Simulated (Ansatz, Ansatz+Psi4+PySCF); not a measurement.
```xyz
2

Li    0.0000    0.0000    0.0000
O     0.0000    0.0000    1.7927
```

Basis set: cc-pCVTZ on Li; cc-pVTZ on O (spherical functions). Correlated methods keep 1 orbital frozen. Charge 0, multiplicity 2.

Computed with Ansatz (development build ahead of 0.2.0); the reference of a correlated method needn't be the lowest determinant of its kind.

The atomization energy at this shape (free ground-state atoms in the same class of orbitals less the molecule, no zero-point energy) of doublet LiO:

```tsv
method	atomization energy
UHF-CCSD(T)	78.49 kcal/mol
```

Q: What does UHF-CCSD give?

A: 76.06 kcal/mol. Caution: the reference determinant was not shown to be the lowest.
